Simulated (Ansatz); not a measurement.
## P2H, doublet: reading a ladder of total energies

Geometry: a PBE0/def2-TZVP stationary point for this spin, not checked as a minimum.

```xyz
3

P     0.0000   -0.0767    0.9739
P     0.0000    0.0334   -1.0140
H     0.0000    1.3332    1.2319
```

Basis 6-31G; Ansatz 0.2.0. Only valence electrons are correlated (noble-gas cores frozen), which leaves 11 electrons in 18 orbitals. Prefix R: restricted or restricted open-shell reference.

Full CI is exact within this basis and frozen core; it isn't the basis-set limit.

Runs differ by some tens of microhartree through their thresholds and, for an open shell, their frozen cores, so steps under 0.03 kcal/mol mean nothing.

```csv
level,total energy (hartree)
RHF,-681.902709
RMP2,-682.011827
RCCSD,-682.032278
RCCSD(T),-682.035819
RCCSDT,-682.036407
RCCSDT(Q),-682.037074
RCCSDTQ,-682.037102
full CI,-682.037168
```

**Question.** What is the correlation energy at full CI, and what share of it do RMP2 and RCCSD(T) recover?

**Answer.** E(corr) = -682.037168 − (-681.902709) = -0.134459 hartree = -3.659 eV. RMP2: -0.109118 / -0.134459 = 81.15 %. RCCSD(T): -0.133110 / -0.134459 = 99.00 %.

**Question.** By how many kcal/mol does RCCSD(T) miss full CI (1 hartree = 627.509 kcal/mol), and which steps make up the rest?

**Answer.** -682.035819 − (-682.037168) = 0.001349 hartree = 0.85 kcal/mol. Steps: RCCSDT − RCCSD(T) = -0.37, RCCSDT(Q) − RCCSDT = -0.42, RCCSDTQ − RCCSDT(Q) = -0.02, full CI − RCCSDTQ = -0.04 kcal/mol. With more than one leading determinant such errors change with state and geometry, and needn't cancel in differences.
